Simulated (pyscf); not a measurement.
Thermochemistry of product channels of Cl–SiH(Cl)–Cl + SiH₂ [singlet] on the singlet surface, in kJ/mol, from ωB97M-D3(BJ)/def2-TZVP energies (ideal gas, 1 atm, RRHO with modes under 100 cm⁻¹ raised to 100, one conformer, R ln 2 for chiral ones without a mode under 150 cm⁻¹). Optimised with ωB97X-D3(BJ)/def2-SVP in PySCF.

```csv
products,ΔE,ΔH(298 K),ΔG(298 K),ΔG(900 K)
H₃Si–Si(Cl)(Cl)–Cl,-228.2,-217.6,-173.8,-89.2
Cl–SiH₂–SiH(Cl)–Cl,-215.8,-203.4,-160.0,(withheld)
```

### Question
Fill in the missing entries.

### Answer

- Cl–SiH₂–SiH(Cl)–Cl, ΔG(900 K): -75.4

These are energies of the channels, which say nothing of barriers.
